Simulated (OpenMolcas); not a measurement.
# One shape, several levels: singlet [BH2]−

Aim: a comparison of 6 runs (M06-L/def2-TZVPPD, PBE/def2-TZVPPD, TPSS/def2-TZVPPD, r2SCAN/def2-TZVPPD, MP2/def2-TZVPPD, CCSD(T)/def2-TZVPPD) of singlet [BH2]−. 

The calculation is run with OpenMolcas 26.06.

1 further run of the same task is left out (set aside as unsound or not needed).

## (1) The molecule

[BH2]− has 3 atoms, charge -1, and is taken as a singlet. SMILES of the parent species: `[BH2]`. The shape is that of a PBE0-D4/def2-TZVP optimisation. That shape belongs to the parent species and isn't relaxed for this state.

Bond lengths: B1–H2 1.191 Å, B1–H3 1.191 Å. Angles: H2–B1–H3 129.4°.

## (2) A single-point energy at M06-L/def2-TZVPPD (run 1)

File mol.xyz:

```xyz
3

B      0.265070    -0.167660     0.129730
H      0.292070     1.014920     0.270850
H     -0.557150    -0.847260    -0.400590
```

File test.input:

```
&GATEWAY
 BasLib = $CurrDir
 Coord = mol.xyz
 Basis = def2-TZVPPD
 Group = NoSym

&SEWARD
 GridInput
 Grid=UltraFine
 End of Grid

&SCF
 Charge = -1
 KSDFT = M06L
 Thresholds = 1e-10 1e-07 1e-07 1e-05
 PrOrbitals = 1 2
```

The basis set def2-TZVPPD is read from a file made from the Basis Set Exchange's data (not shown).

The run is started by

```bash
$ export MOLCAS_MEM=1860
$ pymolcas test.input > test.log
```

The log of the run:

```text
--- Start Module: gateway ---
[...]
--- Stop Module: gateway /rc=_RC_ALL_IS_WELL_ ---
--- Start Module: seward ---
[...]
      Basis functions           71
--- Stop Module: seward /rc=_RC_ALL_IS_WELL_ ---
[...]
--- Start Module: scf ---
[...]
       Convergence after  20 Iterations
[...]
::    Total KS-DFT energy                             -25.9256692015
[...]
      Total spin, S                                     0.0000000000
[...]
      Total electronic charge=    8.000000
      Total            charge=   -1.000000
[...]
      Dipole Moment (debye):
      Origin of the operator (angstrom)=    0.2035   -0.1287    0.0996
                   X= -2.7989E+00               Y=  1.7703E+00               Z= -1.3698E+00           Total=  3.5839E+00
      Center of Charge (angstrom)
[...]
--- Stop Module: scf /rc=_RC_ALL_IS_WELL_ ---
[...]
```

Wall time 25 s (1 thread of AMD EPYC 7R43 (Zen 3), shared host); peak memory 0.41 GiB.

## (3) The energy at PBE/def2-TZVPPD (run 2)

File struct.xyz:

```xyz
3

B      0.265070    -0.167660     0.129730
H      0.292070     1.014920     0.270850
H     -0.557150    -0.847260    -0.400590
```

File calc.inp:

```
&GATEWAY
 BASLIB
 $CurrDir
 COORD
 struct.xyz
 BASIS
 def2-TZVPPD
 GROUP
 NoSym

&SEWARD
 GRIDINPUT
 Grid=UltraFine
 End of Grid

&SCF
 CHARGE
 -1
 KSDFT
 PBE
 THRESHOLDS
 1e-10 1e-07 1e-07 1e-05
 PRORBITALS
 1 2
```

The basis set def2-TZVPPD is read from a file made from the Basis Set Exchange's data (not shown).

The run is started by

```bash
$ export MOLCAS_MEM=1860
$ pymolcas calc.inp > calc.log
```

The log of the run:

```text
--- Start Module: gateway ---
[...]
--- Stop Module: gateway /rc=_RC_ALL_IS_WELL_ ---
--- Start Module: seward ---
[...]
      Basis functions           71
--- Stop Module: seward /rc=_RC_ALL_IS_WELL_ ---
[...]
--- Start Module: scf ---
[...]
       Convergence after  17 Iterations
[...]
::    Total KS-DFT energy                             -25.8758160536
[...]
      Total spin, S                                     0.0000000000
[...]
      Total electronic charge=    8.000000
      Total            charge=   -1.000000
[...]
      Dipole Moment (debye):
      Origin of the operator (angstrom)=    0.2035   -0.1287    0.0996
                   X= -2.8514E+00               Y=  1.8035E+00               Z= -1.3955E+00           Total=  3.6511E+00
      Center of Charge (angstrom)
[...]
--- Stop Module: scf /rc=_RC_ALL_IS_WELL_ ---
[...]
```

Run time: 23 s. Hardware: 1 thread of AMD EPYC 7R43 (Zen 3), shared host; peak memory 0.41 GiB.

Runs 3 to 4 aren't shown in full; the table further down has their settings and results.

## (4) The energy at MP2/def2-TZVPPD (run 5)

File input.xyz:

```xyz
3

B      0.265070    -0.167660     0.129730
H      0.292070     1.014920     0.270850
H     -0.557150    -0.847260    -0.400590
```

File run.inp:

```
* BH2 MP2
&GATEWAY
BasLib = $CurrDir
Coord = input.xyz
Basis = def2-TZVPPD
Group = NoSym
&SEWARD
&SCF
Charge = -1
Thresholds = 1e-10 1e-07 1e-07 1e-05
PrOrbitals = 1 1
&MBPT2
Frozen = 1
```

The basis set def2-TZVPPD is read from a file made from the Basis Set Exchange's data (not shown).

The run is started by

```bash
$ export MOLCAS_MEM=1860
$ pymolcas run.inp > run.log
```

The log of the run:

```text
--- Start Module: gateway ---
[...]
--- Stop Module: gateway /rc=_RC_ALL_IS_WELL_ ---
[...]
      Basis functions           71
[...]
--- Start Module: scf ---
[...]
       Convergence after  17 Iterations
[...]
::    Total SCF energy                                -25.7071582976
[...]
      Total spin, S                                     0.0000000000
[...]
      Total electronic charge=    8.000000
      Total            charge=   -1.000000
[...]
      Dipole Moment (debye):
      Origin of the operator (angstrom)=    0.2035   -0.1287    0.0996
                   X= -2.9406E+00               Y=  1.8599E+00               Z= -1.4392E+00           Total=  3.7653E+00
      Center of Charge (angstrom)
[...]
--- Stop Module: scf /rc=_RC_ALL_IS_WELL_ ---
[...]
--- Start Module: mbpt2 ---
[...]
WARNING!
Default frozen orbitals as non valence orbitals is overwritten by user input.
Default values:   1
[...]
       Reference weight ( Cref**2 )         =        0.94217
::    Total MBPT2 energy                              -25.8269853574
[...]
      Total MBPT2 calculations                           0.24      0.29
--- Stop Module: mbpt2 /rc=_RC_ALL_IS_WELL_ ---
[...]
```

Run time: 11 s. Hardware: 1 thread of AMD EPYC 7R43 (Zen 3), shared host; peak memory 0.41 GiB.

## (5) A single-point energy at CCSD(T)/def2-TZVPPD (run 6)

File test.inp:

```
&GATEWAY
 BasLib = $CurrDir
 Coord
 3
 bohr
 B      0.50090970    -0.31683148     0.24515417
 H      0.55193231     1.91792084     0.51183232
 H     -1.05286091    -1.60108936    -0.75700539
 Basis = def2-TZVPPD
 Group = NoSym

&SEWARD

&SCF
 Charge = -1
 Thresholds = 1e-10 1e-07 1e-07 1e-05
 PrOrbitals = 1

&RASSCF
 FileOrb = $Project.ScfOrb
 Spin = 1
 Nactel = 0 0 0
 Inactive = 4
 Ras2 = 0
 OutOrbitals = Canonical
 OrbListing = Few

&MOTRA
 JobIph
 Frozen = 1

&CCSDT
 CCT
 Triples = 2
 Iterations = 80
 Accuracy = 1e-08
 Extrapolation = 5 4
```

The basis set def2-TZVPPD is read from a file made from the Basis Set Exchange's data (not shown).

The run is started by

```bash
$ export MOLCAS_MEM=1860
$ pymolcas test.inp > test.log
```

The log of the run:

```text
--- Start Module: gateway ---
[...]
--- Stop Module: gateway /rc=_RC_ALL_IS_WELL_ ---
[...]
      Basis functions           71
[...]
       Convergence after  17 Iterations
[...]
::    Total SCF energy                                -25.7071582974
[...]
      Total spin, S                                     0.0000000000
[...]
      Number of active orbitals                  0
[...]
      Spin quantum number                      0.0
[...]
      Active orbitals                            0
[...]
      Number of CSFs                             1
[...]
      Number of root(s) required                 1
[...]
      Convergence after  4 iterations
[...]
      Natural orbitals and occupation numbers for root  1
      ************************************************************************************************************************
      *                                                    Final results                                                     *
      ************************************************************************************************************************
[...]
::    RASSCF root number  1 Total energy:    -25.70715830
[...]
      Total electronic charge=    8.000000
      Total            charge=   -1.000000
[...]
      Dipole Moment (debye):
      Origin of the operator (angstrom)=    0.2035   -0.1287    0.0996
                   X= -2.9406E+00               Y=  1.8599E+00               Z= -1.4392E+00           Total=  3.7653E+00
      Center of Charge (angstrom)
[...]
--- Start Module: motra ---
[...]
      *** WARNING: Default frozen orbitals is overwritten by user input.
      *** Default values:   1
[...]
--- Stop Module: motra /rc=_RC_ALL_IS_WELL_ ---
[...]
--- Start Module: ccsdt ---
[...]
      Convergence after                    23  Iterations
      Total energy (diff) :     -25.85018980      -0.00000001
[...]
 METHOD                       : CCSD+T(CCSD)+<T3(1)WT1> = CCSD(T)
[...]
       CCSD     =       -25.8501897997837
[...]
--- Stop Module: ccsdt /rc=_RC_ALL_IS_WELL_ ---
[...]
```

It took 21 s on 1 thread of AMD EPYC 7R43 (Zen 3), shared host; peak memory 0.41 GiB.

## (6) Overview of the runs

| run | level | integration grid | frozen core orbitals | energy (Eh) | HOMO energy (eV) | LUMO energy (eV) | HOMO–LUMO gap (eV) | wall time |
| --- | --- | --- | --- | --- | --- | --- | --- | --- |
| 1 | M06-L/def2-TZVPPD | UltraFine | – | -25.925669 | 2.63 | 3.80 | 1.17 | 25 s |
| 2 | PBE/def2-TZVPPD | UltraFine | – | -25.875816 | 2.72 | 3.05 | 0.33 | 23 s |
| 3 | TPSS/def2-TZVPPD | UltraFine | – | -25.939310 | 2.71 | 3.34 | 0.63 | 23 s |
| 4 | r2SCAN/def2-TZVPPD | UltraFine | – | -25.902290 | 2.65 | 3.45 | 0.80 | 21 s |
| 5 | MP2/def2-TZVPPD | – | 1 | -25.826985 | 0.17 | 5.31 | 5.15 | 11 s |
| 6 | CCSD(T)/def2-TZVPPD | – | 1 | -25.855235 | 0.17 | 5.31 | 5.15 | 21 s |

## (7) Summary of results

| quantity | value |
| --- | --- |
| run 6: total energy | -25.85524 Eh |
| run 6: HOMO energy (Hartree–Fock orbitals) | 0.17 eV |
| run 6: LUMO energy (Hartree–Fock orbitals) | 5.31 eV |
| run 6: HOMO–LUMO gap (to an unbound level, set by the basis) | 5.15 eV |
| run 6: correlation energy (1 core orbital frozen) | -148.1 mEh |
| run 6: (T) correction | -5.05 mEh |

Over runs 1, 2, 3, 4 the HOMO–LUMO gap runs from 0.33 eV (PBE/def2-TZVPPD) to 1.17 eV (M06-L/def2-TZVPPD). The empty levels of an anion lie above zero and hang on the basis. Totals of different functionals can't be ranked against each other. In runs 1, 2, 3, 4, 5, 6 the HOMO lies above zero, so the outermost electron may be held by the basis alone. All runs together took 2 min, the longest 25 s.
